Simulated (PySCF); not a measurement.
Compound: dimethylketene, C4H6O.
Numbering: `[CH3:1][C:2]([CH3:3])=[C:4]=[O:5]` (hydrogens: H6, H7, H8 on C1; H9, H10, H11 on C3)

The same species was optimised twice, with GFN2-xTB and with PBE0-D3(BJ)/def2-SVP (PySCF), and the same property calculations (PySCF, gas phase) were run on both structures.

```tsv
coordinate	GFN2-xTB	PBE0-D3(BJ)/def2-SVP	change
C2=C4 (Å)	1.295	1.319	+0.024
C3–H10 (Å)	1.090	1.103	+0.013
C3–H11 (Å)	1.090	1.103	+0.013
C1–H8 (Å)	1.090	1.103	+0.013
C1–H7 (Å)	1.090	1.103	+0.013
C3–H9 (Å)	1.086	1.099	+0.013
C1–H6 (Å)	1.086	1.099	+0.013
C4=O5 (Å)	1.169	1.167	-0.002
C2–C3 (Å)	1.508	1.505	-0.003
C1–C2 (Å)	1.508	1.506	-0.002
C1–C2–C3 (°)	117.3	119.5	+2.2
C2–C3–H9 (°)	111.0	112.4	+1.4
C2–C1–H6 (°)	111.0	112.4	+1.4
C1–C2–C4 (°)	121.3	120.1	-1.2
H6–C1–H8 (°)	108.8	107.7	-1.1
H6–C1–H7 (°)	108.8	107.7	-1.1
H9–C3–H11 (°)	108.8	107.7	-1.1
H9–C3–H10 (°)	108.8	107.7	-1.1
```

Rotational constants: A = 8504, B = 3878, C = 2755 MHz (GFN2-xTB) against A = 8297, B = 3873, C = 2732 MHz (PBE0-D3(BJ)/def2-SVP). Point groups within 0.08 Å: C2v and C2v.

On the GFN2-xTB structure: HOMO (eV) -6.30 [PBE0/pcSseg-1]; LUMO (eV) -0.71 [PBE0/pcSseg-1]; dipole (D) 2.15 [PBE0/pcSseg-1]; GIAO shielding of C1/C3 (mean) (ppm) 171.7 [PBE0/pcSseg-1]; GIAO shielding of C2 (ppm) 165.9 [PBE0/pcSseg-1]; GIAO shielding of C4 (ppm) -21.0 [PBE0/pcSseg-1]; GIAO shielding of O5 (ppm) -53.9 [PBE0/pcSseg-1].

Task: What do these properties become on the PBE0-D3(BJ)/def2-SVP structure?

Result: 
```tsv
property	level	on GFN2-xTB	on PBE0-D3(BJ)/def2-SVP	change
HOMO (eV)	PBE0/pcSseg-1	-6.30	-6.24	+0.06
LUMO (eV)	PBE0/pcSseg-1	-0.71	-0.71	0.00
dipole (D)	PBE0/pcSseg-1	2.15	2.02	-0.13
energy, GFN2-xTB geometry as zero (kcal/mol)	PBE0/pcSseg-1	0.0	-0.4	-0.4
GIAO shielding of C1/C3 (mean) (ppm)	PBE0/pcSseg-1	171.7	170.3	-1.4
GIAO shielding of C2 (ppm)	PBE0/pcSseg-1	165.9	164.9	-1.0
GIAO shielding of C4 (ppm)	PBE0/pcSseg-1	-21.0	-23.8	-2.8
GIAO shielding of O5 (ppm)	PBE0/pcSseg-1	-53.9	-60.2	-6.3
```

The heavy atoms differ by 0.013 Å rms after alignment. Among all bonds C2=C4 changes most (+0.024 Å). Changes are differences of the printed values. Neither structure is proved a minimum here.
